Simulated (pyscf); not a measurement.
# Four-centre exchange: H₃C–SiH(Cl)–Cl (SMILES C[SiH](Cl)Cl) + HCl (SMILES Cl) → H₃C–SiH(Cl)–Cl (SMILES C[SiH](Cl)Cl) + HCl (SMILES Cl)

Gas phase, singlet surface, charge 0. Bonds broken: Si2–H10, H8–Cl9. Bonds formed: Si2–H8, Cl9–H10. Structures and frequencies: ωB97X-D3(BJ)/def2-SVP in PySCF.

Transition state (Å):

```xyz
10

C      1.1753     0.3075     0.0478
Si    -0.2283    -0.4907     0.9291
Cl    -0.1272    -0.2940     2.9535
Cl    -0.6286    -2.4192     0.4102
H      1.2088    -0.0169    -1.0032
H      2.1312     0.0668     0.5371
H      1.0026     1.3957     0.0787
H     -1.6370     0.5695     0.9356
Cl    -2.0234     2.2746     0.1705
H     -1.4551     0.4662     0.1029
```

One imaginary mode, 2072i cm⁻¹; descent along it reached the two sides named.

```json
[
 {"bond": "Si2–H10", "change": "breaks", "reactant side (Å)": "1.477", "saddle": "1.762", "product side": "3.5"},
 {"bond": "H8–Cl9", "change": "breaks", "reactant side (Å)": "1.289", "saddle": "1.908", "product side": "3.2"},
 {"bond": "Si2–H8", "change": "forms", "reactant side (Å)": "3.2", "saddle": "1.763", "product side": "1.477"},
 {"bond": "Cl9–H10", "change": "forms", "reactant side (Å)": "3.4", "saddle": "1.897", "product side": "1.285"}
]
```

Electronic energies relative to the separated reactants (kcal/mol):

```tsv
level	barrier	reaction energy	reverse barrier
ωB97X-D3(BJ)/def2-TZVP	64.4	0.0	64.4
PBE/def2-TZVP	52.3	0.0	52.3
r²SCAN/def2-TZVP	56.2	0.0	56.2
B3LYP-D3(BJ)/def2-TZVP	58.2	0.0	58.2
PBE0-D3(BJ)/def2-TZVP	57.3	0.0	57.3
M06-2X/def2-TZVP	63.4	0.0	63.4
ωB97M-D3(BJ)/def2-TZVP	63.7	0.0	63.7
HF/def2-TZVP	82.8	0.0	82.8
```

With ωB97M-D3(BJ)/def2-TZVP energies and thermal terms (ideal gas, 1 atm, RRHO with modes under 100 cm⁻¹ raised to 100, one conformer, R ln 2 for chiral ones without a mode under 150 cm⁻¹), in kcal/mol:

| T (K) | ΔH‡ | ΔG‡ | ΔH | ΔG |
|---|---|---|---|---|
| 298 | 63.2 | 72.4 | 0.0 | 0.0 |
| 600 | 63.5 | 81.7 | 0.0 | 0.0 |
| 900 | 63.9 | 90.7 | 0.0 | 0.0 |
| 1200 | 64.4 | 99.6 | 0.0 | 0.0 |

The same reactants have a lower exit, to CH₄ + Cl–SiH(Cl)–Cl (barrier +44.1 kcal/mol at ωB97M-D3(BJ)/def2-TZVP, against +63.7 kcal/mol here). Another saddle between the same species, by other bonds, lies lower (35.4 kcal/mol against 63.7 kcal/mol at ωB97M-D3(BJ)/def2-TZVP).
